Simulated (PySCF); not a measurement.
Can point charges reproduce the dipole moment of `C(C(Cl)=C=O)F`?

Coordinates (GFN2-xTB, Å) and charges (e) from the PBE0/pcSseg-1 density (PySCF):

| atom | x | y | z | Mulliken | IAO | Hirshfeld | ESP-fitted |
| --- | --- | --- | --- | --- | --- | --- | --- |
| O1 | 2.513 | -0.760 | -0.485 | -0.2339 | -0.2455 | -0.1173 | -0.3013 |
| C2 | 1.514 | -0.225 | -0.244 | +0.5232 | +0.4544 | +0.2048 | +0.6630 |
| C3 | 0.410 | 0.382 | 0.088 | -0.4968 | -0.2414 | -0.0638 | -0.5810 |
| Cl4 | 0.524 | 2.122 | 0.309 | -0.0310 | -0.0092 | -0.0250 | +0.0142 |
| C5 | -0.942 | -0.252 | 0.142 | +0.3225 | +0.0420 | +0.0223 | +0.3368 |
| F6 | -1.520 | -0.312 | -1.107 | -0.3292 | -0.3252 | -0.1311 | -0.2472 |
| H7 | -0.878 | -1.285 | 0.501 | +0.1168 | +0.1568 | +0.0545 | +0.0462 |
| H8 | -1.613 | 0.339 | 0.771 | +0.1284 | +0.1680 | +0.0557 | +0.0692 |

Problem. What dipole does each set of charges give (1 e·Å = 4.803 D), and what does the density give?

Solution. The full density gives (-0.36, -0.70, 1.54) D, 1.73 D in size; dipole vectors point from the negative to the positive end.

```csv
scheme,μx,μy,μz,size (D),share of the full size (%),angle to the full dipole (°)
Mulliken,-0.62,-1.35,2.40,2.82,163,5
IAO,0.06,-0.39,2.68,2.71,156,21
Hirshfeld,0.08,-0.24,1.02,1.05,61,20
ESP-fitted,-0.37,-0.75,1.61,1.81,105,0
```

Problem. Which set comes closest?

Solution. Length of the difference vector: ESP-fitted 0.08 D, Hirshfeld 0.83 D, Mulliken 1.10 D, IAO 1.25 D. Closest: ESP-fitted. The schemes that divide the density aren't constrained to reproduce the dipole.

Problem. What is left for the Hirshfeld atoms' own dipoles?

Solution. The shares of the density sum to the whole, so what Σ q r misses lies in dipoles about the nuclei. The atomic dipoles sum to (-0.36, -0.70, 1.54) − (0.08, -0.24, 1.02) = (-0.44, -0.46, 0.52) D, 0.83 D in size.

Problem. With the origin at the mean of the coordinates, (0.001, 0.001, -0.003) Å, which are the largest single terms, by size, of the Hirshfeld dipole along the direction of the full one?

Solution. C2 -0.43, O1 +0.36, F6 +0.34, H7 +0.30, H8 +0.24 D; all 8 atoms together +0.99 D. The single terms depend on the origin, their sum doesn't.

Problem. Give the size of the full dipole in other units.

Solution. 1.73 D = 0.682 au = 0.361 e·Å = 5.79 × 10⁻³⁰ C·m.

Isolated species at its GFN2-xTB geometry (one conformer only).

Shape of the structure used: `[O:1]=[C:2]=[C:3]([Cl:4])[CH2:5][F:6]`: C2–C3–C5–F6 -82°.
